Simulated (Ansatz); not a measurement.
AlH2F. Charge 0, multiplicity 1. Geometry PBE0-D4/def2-TZVP, basis def2-TZVP, Ansatz.

```xyz
4

Al    0.0021   -0.0546    0.0103
H    -0.7144   -1.0028   -1.0243
H     0.8123   -0.5107    1.2824
F    -0.0999    1.5680   -0.2684
```

| run | HOMO (eV) | LUMO (eV) |
| --- | --- | --- |
| A | -8.28 | -1.49 |
| B | -11.25 | 0.54 |
| C | -8.79 | -1.37 |
| D | -10.23 | -0.49 |
| E | -7.79 | -1.74 |
| F | -7.48 | -2.37 |

Question: The runs used CAM-B3LYP, LDA (SPW92), PBE0, r2SCAN, r2SCANh, ωB97X-V. Estimate which is which.

Answer: A r2SCANh (10 % exact exchange); B ωB97X-V (range-separated); C PBE0 (25 % exact exchange); D CAM-B3LYP (range-separated); E r2SCAN (0 % exact exchange); F LDA (SPW92) (0 % exact exchange). Exact exchange lowers occupied and raises empty levels; among semilocal functionals meta-GGAs tend to open the gap a little, and such runs are hard to tell apart. The gap grows from 5.11 eV (LDA (SPW92)) to 11.79 eV (ωB97X-V).
